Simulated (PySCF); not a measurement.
Compound: AlH3.
Geometry (PBE0-D3(BJ)/def2-SVP, Å), atoms numbered from 1 in this order:
```xyz
4
AlH3 angstrom
Al     0.0000    0.0000    0.0000
H      1.5900   -0.0316    0.0151
H     -0.7674    1.3929   -0.0199
H     -0.8225   -1.3613    0.0048
```

The closed-shell ground state was solved at several levels (PySCF, density fitting, gas phase, non-relativistic). The dipole stays under 0.02 D at every level.

```csv
level,basis functions,HOMO (eV),LUMO (eV),gap (eV)
B3LYP/pcSseg-1 (pcSseg-2 on Al),58,-8.38,-2.01,6.37
PBE/pcSseg-1 (pcSseg-2 on Al),58,-7.29,-2.55,4.74
PBE0/pcSseg-1 (pcSseg-2 on Al),58,-8.57,-1.78,6.79
```

Task: What might wB97X-D/def2-SVPD (48 basis functions) give for the same quantities?

Result: HOMO -10.49 eV, LUMO -0.03 eV, gap 10.46 eV.

Task: Over all these levels, which gives the widest orbital gap and which the narrowest?

Result: wB97X-D/def2-SVPD (range-separated hybrid) has the widest, 10.46 eV, and PBE/pcSseg-1 (pcSseg-2 on Al) (GGA) the narrowest, 4.74 eV. Functional and basis both differ between the two, so the spread mixes both effects.

Task: In the pcSseg-1 (pcSseg-2 on Al) basis, how does the gap go with the fixed share of exact exchange?

Result: PBE (0 %) 4.74 eV; B3LYP (20 %) 6.37 eV; PBE0 (25 %) 6.79 eV. Each rise in the share widens the gap here.
